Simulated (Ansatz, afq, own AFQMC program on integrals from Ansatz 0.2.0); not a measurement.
**Where AFQMC and coupled cluster stand for H2BrO, doublet**

```xyz
4

O    -0.9047   -0.2316    0.0000
H    -1.1540    0.6949    0.0000
H     0.1483   -0.2316    0.0000
Br    1.9103   -0.2316    0.0000
```

Connectivity, by distances: OH ··· Br, 1 bridging H.

Basis cc-pVTZ. Only valence electrons are correlated. AFQMC by an in-house program on the Cholesky factors that Ansatz 0.2.0 writes for its CCSD(T) run. ph-AFQMC/CISD is guided by a CISD state made of CCSD amplitudes; releasing the constraint for a short imaginary time cuts its bias at the price of noise, slowly where states lie close. Error bars are statistical, one sigma. No spin–orbit coupling.

Determinant: UHF, the one that the program's search chose, which needn't be the lowest solution. The geometry is a point of a scan.

No full CI on the walks' own integrals is used here. The released AFQMC energy serves as the reference, which it does only where one determinant dominates, the energy is flat over the last release times and near the phaseless one (40 meV or 2 meV an electron, half that with transition metals). On small molecules, where full CI could be run and the noise was under 10 meV, such values lay within 10 meV of it in 19 cases of 20, a flattering rate, since the rule was set on those same cases; what remains of the bias isn't in the error bar.

Cautions: no relativity below Rb; no spin-orbit coupling; inner d shell frozen; the released value is read at 1.50 1/Eh with a noise of 10 meV, more than in the cases checked (meV from the phaseless value at times in 1/Eh: -17 ± 6 at 0.24, -21 ± 7 at 0.51, -28 ± 7 at 0.99, -25 ± 10 at 1.50).

The T1 diagnostic is 0.0156. The weight of the determinant in the CISD state is 0.869. The ⟨S²⟩ of the determinant is 0.775 and the size of the correlated space is 15 electrons in 86 orbitals.

Reference: AFQMC with the constraint released, correlation energy -12.257 ± 0.010 eV.

```
        level  E − E(reference) (kcal/mol)  share of correlation (%)
           HF                282.65 ± 0.24                      0.00
          MP2                 25.29 ± 0.24                     91.05
         CCSD                 10.06 ± 0.24                     96.44
      CCSD(T)                  0.84 ± 0.24                     99.70
ph-AFQMC/CISD                  0.58 ± 0.27                     99.79
```

A walk keeps the symmetry of its determinant, which the program's search chose and which needn't be the lowest solution, so a lower state of the same spin and another symmetry isn't excluded. Released energies are given only where the last usable release times agree within the noise; a slower fall can still hide under it.
